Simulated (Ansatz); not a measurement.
# C₇H₈: vertical ionisation energy

An exercise on one series of results from a longer session: the logs are not shown, and one member is left open.

Method: unrestricted cation, the program's frozen cores in correlated methods; program: Ansatz 0.2.0, Gaussian basis.

Plan: UKS PBE-D4/def2-TZVPP; UKS r2SCAN-D4/def2-TZVPP; UKS PBE0-D4/def2-TZVPP; UKS B3LYP-D4/def2-TZVPP; UKS wB97X-V/def2-TZVPP; UKS wB97M-V/def2-TZVPP; UKS B2PLYP/def2-TZVPP; UHF-CCSD(T)/def2-TZVPP; UHF-MP2/def2-QZVPP; extrapolation to the limit; then −ε(HOMO) from the neutral's earlier runs with LDA (SPW92), PBE-D4, revPBE-D4, BLYP-D4, r2SCAN-D4, B97M-V, PBE0-D4, B3LYP-D4, r2SCANh-D4, r2SCAN0-D4, HSE06-D4, BHLYP-D4, CAM-B3LYP-D4, LC-ωPBE, ωB97X-V, ωB97M-V.

### The relaxed structure

An earlier PBE0-D4 in a triple-zeta def2 set relaxation fixed the geometry.

15 atoms, charge 0, spin multiplicity 1.

Atoms are counted from 1 here; the program's logs count them from 0.

Bond lengths: C1–C2 1.482 Å, C1–H8 1.095 Å, C1–H9 1.089 Å, C1–H10 1.095 Å, C2–C3 1.342 Å, C2–H11 1.088 Å, C3–C4 1.461 Å, C3–C7 1.462 Å, C4–C5 1.349 Å, C4–H12 1.080 Å, C5–C6 1.461 Å, C5–H13 1.082 Å, C6–C7 1.348 Å, C6–H14 1.082 Å, C7–H15 1.081 Å. Angles: C2–C1–H8 110.4°, C2–C1–H9 112.5°, C2–C1–H10 110.4°, H8–C1–H9 108.5°, H8–C1–H10 106.2°, H9–C1–H10 108.5°, C1–C2–C3 126.5°, C1–C2–H11 116.2°, C3–C2–H11 117.3°, C2–C3–C4 128.6°, C2–C3–C7 125.1°, C4–C3–C7 106.3°, C3–C4–C5 107.7°, C3–C4–H12 125.6°, C5–C4–H12 126.7°, C4–C5–C6 109.2°, C4–C5–H13 126.1°, C6–C5–H13 124.6° and more.

The first run:

Contents of in.yaml:

```yaml
crystal:
  periodic: [false, false, false]
  atoms:
    - {symbol: C, position_ang: [0.463619, -1.700211, 1.666020]}
    - {symbol: C, position_ang: [-0.118528, -1.347530, 0.349321]}
    - {symbol: C, position_ang: [-0.136534, -0.130441, -0.216399]}
    - {symbol: C, position_ang: [0.397814, 1.125430, 0.305216]}
    - {symbol: C, position_ang: [0.149955, 2.087506, -0.608047]}
    - {symbol: C, position_ang: [-0.548621, 1.499930, -1.748755]}
    - {symbol: C, position_ang: [-0.720736, 0.182698, -1.520006]}
    - {symbol: H, position_ang: [-0.302390, -2.131198, 2.319423]}
    - {symbol: H, position_ang: [0.905088, -0.841665, 2.170275]}
    - {symbol: H, position_ang: [1.234609, -2.469257, 1.549569]}
    - {symbol: H, position_ang: [-0.575237, -2.163642, -0.207561]}
    - {symbol: H, position_ang: [0.899475, 1.249949, 1.253190]}
    - {symbol: H, position_ang: [0.419565, 3.131908, -0.523306]}
    - {symbol: H, position_ang: [-0.867691, 2.047640, -2.625154]}
    - {symbol: H, position_ang: [-1.200390, -0.541107, -2.163787]}
basis:
  gaussian: {orbitals: def2-TZVPP}
total_charge: 1
magnetization: {spin_polarized: true, initial_magnetization: 1}
hamiltonian: {xc: pbe, dispersion: d4}
```

On the command line:

```bash
ansatz run in.yaml --threads 2 --pin off --events-out ev --progress --plain --max-ram 32768MiB --backend cuda --devices 0, --max-vram 18GiB
```

Steps of the session up to this table: Cation, UKS PBE-D4/def2-TZVPP; Cation, UKS r2SCAN-D4/def2-TZVPP; Cation, UKS PBE0-D4/def2-TZVPP; Cation, UKS B3LYP-D4/def2-TZVPP; Cation, UKS wB97X-V/def2-TZVPP; Cation, UKS wB97M-V/def2-TZVPP; Cation, UKS B2PLYP (frozen core)/def2-TZVPP; Cation, UHF-CCSD(T)/def2-TZVPP; Cation, UHF-MP2/def2-QZVPP.

One table of the session follows, with a row left open; its other results are not shown here.

Orbital estimates, from the neutral's runs:

```
  functional  −ε(HOMO) (eV)
 LDA (SPW92)           5.37
      PBE-D4           5.17
   revPBE-D4           5.10
     BLYP-D4              ?
   r2SCAN-D4           5.31
      B97M-V           5.28
     PBE0-D4           6.18
    B3LYP-D4           5.97
  r2SCANh-D4           5.70
  r2SCAN0-D4           6.28
    HSE06-D4           5.78
    BHLYP-D4           7.02
CAM-B3LYP-D4           7.47
     LC-ωPBE           8.84
     ωB97X-V           8.46
     ωB97M-V           8.38
```

Q: Estimate the row for BLYP-D4 from the others.

Worked estimate for «−ε(HOMO) (eV)». Against the share of exact exchange, B3LYP-D4 (0.2, 5.97), BHLYP-D4 (0.5, 7.02) give a slope of 3.50 per unit share; at 0 the line stands at 5.27.

The run gave: −ε(HOMO) (eV): 4.99. In «−ε(HOMO) (eV)» the line misses by +0.28.
